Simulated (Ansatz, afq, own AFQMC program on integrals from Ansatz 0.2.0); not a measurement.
## Atomization energy of AgCH₃, singlet

```xyz
5

C    -0.1724    0.0602   -0.0797
Ag    1.6428   -0.6853    0.6304
H    -0.9332   -0.0811    0.7000
H    -0.4431   -0.4952   -0.9878
H    -0.0442    1.1278   -0.3043
```

Connectivity, by distances: CH3–Ag.

Atoms in their ground-state spins without spin–orbit coupling (mostly on UHF) minus the molecule (RHF), without zero-point energy. The geometry is a stationary point, not shown to be a minimum.

Basis def2-TZVP with its core potentials. Noble-gas cores (and the filled d shells of Ga–Kr and In–Xe) are frozen. Integrals, coupled cluster, full CI and functionals: Ansatz 0.2.0; the random walks run on the same integrals in our own AFQMC program. ph-AFQMC/CISD is guided by a CISD state made of CCSD amplitudes; releasing the constraint for a short imaginary time cuts its bias at the price of noise, slowly where states lie close. ± is one standard error of the sampling. No spin–orbit coupling. The metal's outer-core s and p shells are frozen, which shifts wave-function levels against functionals. The errors of all members are added in quadrature.

No full CI on the walks' own integrals is used here; CCSDT(Q) serves as the reference and is uncertain by about the last step of the cluster series. Each member takes its own surest rung, up to full CI.

The best estimate is CCSD(T) at the basis-set limit (CBS: def2-TZVPP and def2-QZVPP, with their diffuse functions for anions and beside diffuse sets, CCSD(T) itself extrapolated) plus the step from CCSD(T) to CCSDT(Q) in def2-TZVP. Rows without CBS are in def2-TZVP; B2PLYP and the wave-function rows carry a basis error of their own. Core correlation and relativity beyond core potentials are missing, and ± holds the sampling alone.

Cautions: no spin-orbit coupling; outer-core shells of the metal frozen; AgCH₃ (singlet): the released energies are still falling, so no released level is given (meV from the phaseless value at times in 1/Eh: -9 ± 4 at 0.24, -17 ± 6 at 0.60, -25 ± 7 at 1.20, -32 ± 10 at 1.80, -5 ± 18 at 2.60); other spins of the molecule weren't checked.

Best estimate: 15.207 eV.

```json
{"level": "HF", "atomization energy (eV)": "10.721", "error against the best estimate (eV)": "-4.486"}
{"level": "MP2", "atomization energy (eV)": "14.822", "error against the best estimate (eV)": "-0.385"}
{"level": "CCSD", "atomization energy (eV)": "14.517", "error against the best estimate (eV)": "-0.690"}
{"level": "CCSD(T)", "atomization energy (eV)": "14.755", "error against the best estimate (eV)": "-0.452"}
{"level": "CCSDT", "atomization energy (eV)": "14.746", "error against the best estimate (eV)": "-0.461"}
{"level": "CCSDT(Q)", "atomization energy (eV)": "14.761", "error against the best estimate (eV)": "-0.447"}
{"level": "ph-AFQMC/CISD", "atomization energy (eV)": "14.762 ± 0.004", "error against the best estimate (eV)": "-0.446 ± 0.004"}
{"level": "HF/CBS", "atomization energy (eV)": "10.820", "error against the best estimate (eV)": "-4.387"}
{"level": "MP2/CBS", "atomization energy (eV)": "15.344", "error against the best estimate (eV)": "0.136"}
{"level": "CCSD(T)/CBS", "atomization energy (eV)": "15.202", "error against the best estimate (eV)": "-0.005"}
{"level": "PBE", "atomization energy (eV)": "15.511", "error against the best estimate (eV)": "0.304"}
{"level": "r2SCAN", "atomization energy (eV)": "15.348", "error against the best estimate (eV)": "0.141"}
{"level": "PBE0", "atomization energy (eV)": "15.149", "error against the best estimate (eV)": "-0.058"}
{"level": "B3LYP", "atomization energy (eV)": "15.147", "error against the best estimate (eV)": "-0.061"}
{"level": "wB97M-V", "atomization energy (eV)": "15.280", "error against the best estimate (eV)": "0.072"}
{"level": "B2PLYP", "atomization energy (eV)": "15.037", "error against the best estimate (eV)": "-0.170"}
```

Correlation beyond CCSD(T) adds 0.005 eV. Going to the basis-set limit adds 0.447 eV at CCSD(T). The perturbative (T) step is worth +0.239 eV.

Best estimates are given only where the step beyond CCSD(T) is under 0.3 eV and no member's determinant is very poor (T1 over 0.05, or 0.07 for open shells, ⟨S²⟩ too high by 0.3, two states mixed), so the hardest cases are missing from such tables.

The functionals ran in a triple-zeta set and keep a basis error of their own, a few kJ/mol for each bond in atomization energies and more for double hybrids, so close places among them and the extrapolated levels can swap.

CCSDT and higher add their correlation energy to the determinant of the CCSD(T) run, since their own runs factorise the integrals more tightly (a shift of under 2 meV). Each member of a difference takes its own highest rung, so a best estimate needn't equal the limit plus the step of one row. The exponents were fitted on light atoms, and def2 sets of heavy atoms don't grow evenly, so the limit is rough here.
